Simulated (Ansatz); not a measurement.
C3H6, singlet in 6-31G*: errors against RCCSDT(Q)

Geometry: MP2(full)/6-31G*, from the G2/97 set.

```xyz
9

C     1.2698    0.1166    0.0000
C    -0.0215    0.4621    0.0000
H     1.5797   -0.9245    0.0000
H     2.0593    0.8603    0.0000
H    -0.2847    1.5190    0.0000
C    -1.1612   -0.5094    0.0000
H    -0.7983   -1.5404    0.0000
H    -1.7970   -0.3699    0.8804
H    -1.7970   -0.3699   -0.8804
```

Basis 6-31G* (Cartesian d functions); Ansatz 0.2.0. Only valence electrons are correlated (noble-gas cores frozen), which leaves 18 electrons in 54 orbitals. R marks a restricted (for open shells ROHF) determinant. Active spaces: frontier = (8e, 8o) about the gap.

Full CI isn't at hand for all of this; RCCSDT(Q) serves as the reference, and is uncertain by about the last step of the cluster series.

```
UHF ⟨S²⟩                          : 0.012
T1 diagnostic (RCCSD)             : 0.0102
largest doubles amplitude (RCCSD) : 0.134
```

```tsv
level	E − E(RHF) (eV)
RMP2	-10.4724
RCCSD	-11.5233
RCCSD(T)	-11.8963
```

**Question.** Estimate how far RCCSDT(Q) in 6-31G* lies from RCCSD(T). The table doesn't fix it; the size of (T) and the diagnostics are the guide.

**Answer.** RCCSDT(Q) in 6-31G* lies 1.48 mEh below RCCSD(T), which is 11 % of the (T) step (-13.70 mEh). A doubles amplitude is large, but (T) still catches most of what CCSD lacks.

The other levels:

```tsv
level	E − E(RCCSDT(Q)) (mEh)	share of correlation (%)	wall time
CISD	62.02	85.86	4 s
BCCD(T)	1.43	99.67	1.3 s
RCCSDT	0.67	99.85	–
CASSCF (frontier space)	346.72	20.96	–
NEVPT2 (frontier space)	59.43	86.45	7 s
MRCISD (frontier space)	38.12	91.31	–
MRCISD+Q (frontier space)	5.40	98.77	17 s (H100)
```

The correlation energy at RCCSDT(Q), counted from RHF, is -11.937 eV. That run took 15 s on 2 threads of AMD EPYC 7R13 with a shared H100 80 GB, shared host.

Times hold each run's SCF and search for its determinant on a shared host, so for small cases they say little of a method's own cost; rows without a card ran on 1 thread of AMD EPYC 7R13.

Atomization energy (electronic, same basis, no zero-point term; atoms at the same level, unrestricted beside the R rows where the molecule is a closed shell, with restricted open-shell steps beyond CCSDT(Q)) at RCCSDT(Q): 3310.3 kJ/mol. Errors of other levels:

| level | error (kJ/mol) |
| --- | --- |
| RHF | -583.2 |
| RMP2 | 16.8 |
| CISD | -149.8 |
| RCCSD | -30.2 |
| RCCSD(T) | -1.5 |
| BCCD(T) | -0.9 |
| RCCSDT | -1.6 |

This basis is far from its limit, so the value isn't to be set against a measured one. Truncated CI isn't size-consistent, which counts against it in atomization.
